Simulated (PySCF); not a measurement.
An unknown is described by computed data only.

Elements present: C, H, N and O. Monoisotopic mass: 59.0371 u.

- Rotational structure: rotational constants A, B, C: 10.889, 9.315, 5.182 GHz [PBE0-D3(BJ)/def2-SVP]
- 13C NMR: chemical shifts (computed TMS as zero) by class: 167.8 (1 C), 22.0 (1 C) ppm [GIAO PBE0/pcSseg-1]
- Dipole: 3.88 D [PBE0/pcSseg-1]
- Couplings: largest of the computed one-bond spin–spin couplings (means over like bonds): 13C–1H +134.6 (×3), 15N–1H -95.5, 15N–1H -94.9, 13C–13C +55.1, 17O–13C +26.5, 15N–13C -16.4 Hz [B3LYP/pcJ-1]
- NMR, other nuclei: isotropic shieldings of nuclei other than C and H, by class: 147 (1 N), -91 (1 O) ppm [GIAO PBE0/pcSseg-1]
- 1H NMR: chemical shifts (computed TMS as zero) by class: 4.56 (1 H), 4.10 (1 H), 1.71 (3 H) ppm [GIAO PBE0/pcSseg-1]

Electronic properties: PySCF, gas phase, density fitting. Levels stand in brackets. Geometry: PBE0-D3(BJ)/def2-SVP, one conformer, isolated molecule. NMR classes are plain means over equivalent atoms (diastereotopic ones count apart unless rotation or inversion swaps them), as if these changed places fast.

Problem. Which formula fits the mass and the elements?

Solution. C2H5NO (calculated 59.0371). No other formula that holds each of these elements comes within 0.0003 u with a fitting electron parity and a possible valence count.

Problem. What is the compound? Reason from the data.

Solution. Numbering: `[CH3:1][C:2]([NH2:3])=[O:4]`. Its formula, C2H5NO, gives 1 degree of unsaturation: 0 rings and 1 π bond in the structure found. 2 carbons fall into 2 classes; from least to most shielded: amide carbonyl carbon [C2] (167.8 ppm), methyl carbon next to a carbonyl [C1] (22.0 ppm). Hydrogen classes from least to most shielded: 1 H on an amide nitrogen, N3 (4.56 ppm), 1 H on an amide nitrogen, N3 (4.10 ppm), 3 H on a methyl carbon next to a carbonyl, C1 (1.71 ppm, a mean of values up to 0.7 ppm apart in this geometry). The other shieldings belong to: 147 ppm, amide nitrogen [N3]; -91 ppm, amide oxygen [O4]. The couplings run between: +134.6 Hz, methyl carbon next to a carbonyl [C1] and its hydrogen (with 2 like pairs); -95.5 Hz, amide nitrogen [N3] and its hydrogen; -94.9 Hz, amide nitrogen [N3] and its hydrogen; +55.1 Hz, methyl carbon next to a carbonyl [C1] and amide carbonyl carbon [C2]; +26.5 Hz, amide oxygen [O4] and amide carbonyl carbon [C2]; -16.4 Hz, amide nitrogen [N3] and amide carbonyl carbon [C2]. By its constants the optimised geometry is an asymmetric top. Structure: acetamide, `CC(N)=O`. The assignments are read from this structure; whether some other isomer fits the data as well wasn't checked.

The values belong to the conformer `[CH3:1][C:2]([NH2:3])=[O:4]`: H–N3–C2–C1 180°, H–N3–C2–C1 0°.
